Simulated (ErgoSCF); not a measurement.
# One shape, several levels: ClF (chlorine monofluoride)

Wanted: a comparison of 6 runs (HF/STO-3G, HF/3-21G, HF/cc-pVDZ, HF/def2-SVP, B3LYP/6-31G*, PBE0/def2-SVP) of ClF (chlorine monofluoride). 

The results are computed with ErgoSCF 3.8.

3 further runs of the same task are left out: 1 that didn't finish, 2 set aside as unsound or not needed.

### Step 1. The structure to begin with

ClF: 2 atoms, total charge 0, spin state singlet. SMILES: `FCl`. The coordinates come from a GFN2-xTB relaxation.

Bond lengths: F1–Cl2 1.682 Å.

### Step 2. The energy at HF/STO-3G (run 1)

Contents of job.ego:

```
set_nthreads(1)
molecule_inline
F    0.00000000   0.00000000   0.00000000
Cl   0.00000000   0.00000000   3.17899177
EOF
scf.output_mulliken_pop = 1
scf.use_diagonalization = 1
spin_polarization = 0
scf.max_number_of_iterations = 120
basis = "STO-3G"
tmpdir = "."
charge = 0
run "HF"
```

The basis set STO-3G is read from a file made from the Basis Set Exchange's data (not shown).

The run is started by

```bash
$ ergo job.ego
```

Output:

```text
[...]
INSC SCF_general constructor, number of basis functions: 14
[...]
INSC Energy   1 =       -558.83536075061
[...]
INDE E_LUMO =          0.22741575088
[...]
INSC Energy   8 =       -552.53230797009  ( diff     -0.000000000000114 )
[...]
RESC CONVERGED after   8 iterations.
RESC FINAL ENERGY:       -552.53230797009
[...]
INSC SCF: dipole_moment_x [atomic units] =       0.00000000
INSC SCF: dipole_moment_y [atomic units] =       0.00000000
INSC SCF: dipole_moment_z [atomic units] =      -0.22820957
[...]
```

Run time: 0.48 s. Hardware: 1 thread of Arm Neoverse V2, shared host; peak memory 0.26 GiB.

### Step 3. The energy at HF/3-21G (run 2)

Contents of geom.xyz:

```xyz
2
ClF
F      0.000000     0.000000     0.000000
Cl     0.000000     0.000000     1.682250
```

Contents of run.inp:

```
# ClF
set_nthreads(1)
molecule "geom.xyz"
basis = "3-21G"
scf.use_diagonalization = 1
tmpdir = "."
scf.output_mulliken_pop = 1
scf.max_number_of_iterations = 120
run "HF"
```

The basis set 3-21G is read from a file made from the Basis Set Exchange's data (not shown).

The run is started by

```bash
$ ergo < run.inp
```

Output:

```text
[...]
INSC SCF_general constructor, number of basis functions: 22
[...]
INSC Energy   1 =       -425.13055458343
[...]
INDE E_LUMO =          0.06843782110
[...]
INSC Energy  13 =       -556.10575444955  ( diff     -0.000000000000568 )
[...]
RESC CONVERGED after  13 iterations.
RESC FINAL ENERGY:       -556.10575444955
[...]
INSC SCF: dipole_moment_x [atomic units] =      -0.00000000
INSC SCF: dipole_moment_y [atomic units] =      -0.00000000
INSC SCF: dipole_moment_z [atomic units] =       0.47541332
[...]
```

Wall time 0.58 s (1 thread of Arm Neoverse V2, shared host); peak memory 0.26 GiB.

Runs 3 to 5 aren't shown in full; the table further down has their settings and results.

### Step 4. The energy at PBE0/def2-SVP (run 6)

Contents of input.ego:

```
set_nthreads(1)
XC.sparse_mode = 0
XC.radint = 1e-11
scf.max_number_of_iterations = 120
tmpdir = "."
scf.use_diagonalization = 1
XC.angint = 41
basis = "def2-SVP"
scf.output_mulliken_pop = 1
molecule_inline
F      0.00000000     0.00000000     0.00000000
Cl     0.00000000     0.00000000     3.17899177
EOF
run "PBE0"
```

The basis set def2-SVP is read from a file made from the Basis Set Exchange's data (not shown).

The run is started by

```bash
$ ergo input.ego
```

Output:

```text
[...]
INDF Weighted mixed functional:
[...]
INSC Energy   1 =       -333.75594625090
[...]
INDE E_LUMO =         -0.11854246193
[...]
INSC Energy  22 =       -559.47537410980  ( diff     -0.000000000021259 )
[...]
RESC CONVERGED after  22 iterations.
RESC FINAL ENERGY:       -559.47537410980
[...]
INSC SCF: dipole_moment_x [atomic units] =       0.00000000
INSC SCF: dipole_moment_y [atomic units] =       0.00000000
INSC SCF: dipole_moment_z [atomic units] =       0.48162537
[...]
```

It took 3.3 s on 1 thread of Arm Neoverse V2, shared host; peak memory 0.26 GiB.

### Step 5. The series

| run | level | integration grid | radint | energy (Eh) | dipole moment (D) | wall time |
| --- | --- | --- | --- | --- | --- | --- |
| 1 | HF/STO-3G | – | – | -552.532308 | 0.58 | 0.48 s |
| 2 | HF/3-21G | – | – | -556.105754 | 1.21 | 0.58 s |
| 3 | HF/cc-pVDZ | – | – | -558.842494 | 1.53 | 4.5 s |
| 4 | HF/def2-SVP | – | – | -558.603956 | 1.63 | 1.6 s |
| 5 | B3LYP/6-31G* (spherical functions) | Turbo | 1e-11 | -559.938115 | 1.01 | 4.8 s |
| 6 | PBE0/def2-SVP | Turbo | 1e-11 | -559.475374 | 1.22 | 3.3 s |

### Step 6. What came out

| quantity | value |
| --- | --- |
| run 6: total energy | -559.47537 Eh |
| run 6: dipole moment | 1.22 D |

What this shows: The dipole moment (its size) runs from 0.58 D (HF/STO-3G) to 1.63 D (HF/def2-SVP). The two dipoles point in opposite directions. Totals of different functionals can't be ranked against each other. In run 1 the basis is minimal, so the values are rough. All runs together took 15 s, the longest 4.8 s.
